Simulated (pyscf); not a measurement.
Cl–Sn(Cl)(Cl)–Cl + NH₃ → HCl + H₂N–Sn(Cl)(Cl)–Cl (four-centre exchange; singlet surface; Cl–Sn, H–N broken, Cl–H, N–Sn formed). Structures and frequencies: ωB97X-D3(BJ)/def2-SVP in PySCF. Energies in kcal/mol from the separated reactants.

```tsv
level	barrier	reaction energy
ωB97X-D3(BJ)/def2-TZVP	16.5	+19.3
PBE/def2-TZVP	14.8	+18.0
r²SCAN/def2-TZVP	14.6	+18.2
PBE0-D3(BJ)/def2-TZVP	14.6	+18.2
M06-2X/def2-TZVP	16.0	+17.6
HF/def2-TZVP	32.6	+18.9
```

On the reactant side the descent ends in an adduct with a N–Sn contact (not fully relaxed), 11.2 kcal/mol under the separated species and 27.7 kcal/mol under the saddle at ωB97X-D3(BJ)/def2-TZVP. On the product side the descent ends in a complex, 5.9 kcal/mol under the separated species and 3.2 kcal/mol under the saddle at ωB97X-D3(BJ)/def2-TZVP. At ωB97X-D3(BJ)/def2-TZVP, PBE, r²SCAN, PBE0-D3(BJ), M06-2X the saddle lies under the separated products, which points to a path from their complex (located at ωB97X-D3(BJ) alone), and parting the products costs more than the saddle. What is counted as formed (N–Sn) is already present as a longer contact in the reactant adduct; forming that adduct is a step of its own. One saddle was located; it need not be the lowest between these sides. Elements past Kr carry the def2 core potentials, without spin-orbit coupling.
